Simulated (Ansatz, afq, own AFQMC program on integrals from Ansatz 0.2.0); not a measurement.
Integrals from Ansatz 0.2.0, then the random walk in our own AFQMC program (afq).

```yaml
crystal:
  periodic: [false, false, false]
  atoms:
    - {symbol: C, position_ang: [-0.006229, -0.000001, 0.924993]}
    - {symbol: S, position_ang: [-0.000721, 0.000000, -0.468996]}
    - {symbol: H, position_ang: [1.044561, 0.000005, 1.237964]}
    - {symbol: H, position_ang: [-0.473699, 0.898302, 1.329814]}
    - {symbol: H, position_ang: [-0.473690, -0.898309, 1.329813]}
basis:
  gaussian: {orbitals: cc-pVDZ}
magnetization: {spin_polarized: true, initial_magnetization: 1}
correlation: {method: ccsd_t, electrons: outside_noble_gas, hamiltonian_folder: ham}
```

```sh
$ ansatz run in.yaml --threads 1 --pin off --events-out ev --progress --plain --max-ram 1382MiB
```

Options of the walk:

```
--method phaseless --trial cisd --walkers 60 --populations 1 --least-time 40 --time-step 0.005 --steps-per-block 50 --equilibration-blocks 28 --max-blocks 300 --target-error 0.00043 --factor-cut 1e-05 --start spin_pure --seed 2608 --release-times 0.24,0.51,0.99,1.62,2.4 --release-step 0.03 --release-every 4 --taylor-order 6
```

Times are imaginary, in 1/Eh. The walk had a cap of 1976 s.

afq prints:

```
orbitals 41  electrons 7 6  factors 332 of 451
reference energy -436.97701671 Eh
CCSD correlation -0.28833116 Eh in 11 cycles, weight of the determinant in the CISD state 0.8892
energy of the start -437.264870 Eh
 block  time / (1/Eh)  mean weight  energy / Eh
     1     0.250  0.9970  -437.260365
     2     0.500  0.9984  -437.262602
     3     0.750  0.9974  -437.267061
     4     1.000  0.9992  -437.271427
     5     1.250  1.0002  -437.270987
     9     2.250  1.0018  -437.270977
    21     5.250  0.9987  -437.273988
    37     9.250  0.9981  -437.277683
    53    13.250  1.0010  -437.271829
    69    17.250  0.9974  -437.271244
    85    21.250  0.9985  -437.268883
   101    25.250  0.9993  -437.273772
   113    28.250  1.0001  -437.280608
   117    29.250  0.9992  -437.270668
   133    33.250  0.9995  -437.269746
   137    34.250  0.9992  -437.264841
   149    37.250  1.0003  -437.268405
   165    41.250  0.9994  -437.272118
   181    45.250  1.0001  -437.273927
   197    49.250  1.0027  -437.280508
blocks merged  error / Eh  count
     1  0.000322  170
     2  0.000351  85
     4  0.000370  42
     8  0.000363  21
    16  0.000370  10
released: time / (1/Eh)  energy / Eh  error  mean overlap
  0.24  -437.273589  0.000531  0.9953
  0.51  -437.273705  0.000420  0.9897
  0.99  -437.273467  0.000462  0.9665
  1.62  -437.273623  0.000518  0.9590
  2.40  -437.272387  0.000732  1.0023
energy -437.273022 +/- 0.000370 Eh
(rows thinned)
```

The run passed its tests (sampling time, drift between the halves within three errors, error under three times the target), which doesn't prove that it has relaxed.

Against this walk (error 10.1 meV) on the same determinant: CCSD(T) 19.4 meV higher (within the noise), CCSDT(Q) 7.8 meV lower (within the noise). The error is statistical and leaves out the bias of the constraint. Released to 2.40 1/Eh the energy moves by 17 ± 22 meV (both errors), within twice the noise.

Cautions: constraint bias not in the error.

The walk took 14 min on 1 thread of Arm Neoverse N1, on a shared host. The log's last line is the phaseless energy.

CCSDT and higher add their correlation energy to the determinant of the CCSD(T) run, since their own runs factorise the integrals more tightly (a shift of under 2 meV). A walk keeps the symmetry of its determinant, which the program's search chose and which needn't be the lowest solution, so a lower state of the same spin and another symmetry isn't excluded.
